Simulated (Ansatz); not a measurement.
System: zinc-blende MgTe (metastable phase). Method: Hartree–Fock in Ansatz (plane waves, PAW).

Numerical settings: plane-wave cutoff 460 eV, 8×8×8 k mesh, Fermi–Dirac smearing 0.01 eV, scalar-relativistic PAW data made under PBE.

The volume scan:

```tsv
V (Å³/atom)	E − E_lowest (meV/atom)	P (GPa)
33.531	14.84	2.435
34.686	2.67	0.974
35.555	0.00	0.021
36.465	2.41	-0.861
37.354	9.32	-1.621
```

Q: Estimate the bulk modulus from the pressures at 34.686 and 36.465 Å³/atom, and compare it with a fit to all energies.

A: B = −V dP/dV. Between V = 34.686 and 36.465 Å³/atom, dP/dV = (-0.861 − (0.974))/(36.465 − 34.686) = -1.03 GPa per Å³/atom; at the midpoint 35.576 Å³/atom this gives B ≈ 36.7 GPa. The third-order Birch–Murnaghan fit gives V0 = 35.579 Å³/atom, B0 = 36.6 GPa, B′ = 4.0, which lies within 1 % of that estimate.

Measured, for comparison: equilibrium volume per atom 33.08 Å³/atom (room temperature, no zero-point or thermal correction, from epitaxial CdTe/MgTe superlattices; as tabulated in Lucero et al. (2012), arXiv:1111.4515). Computed (rounded) less measured: equilibrium volume per atom +7.6 %.

Spin–orbit coupling is not included.

Computed values are for the static lattice.

Computing time: around 15 core-minutes (rough).

Ansatz is a program for electronic structure.
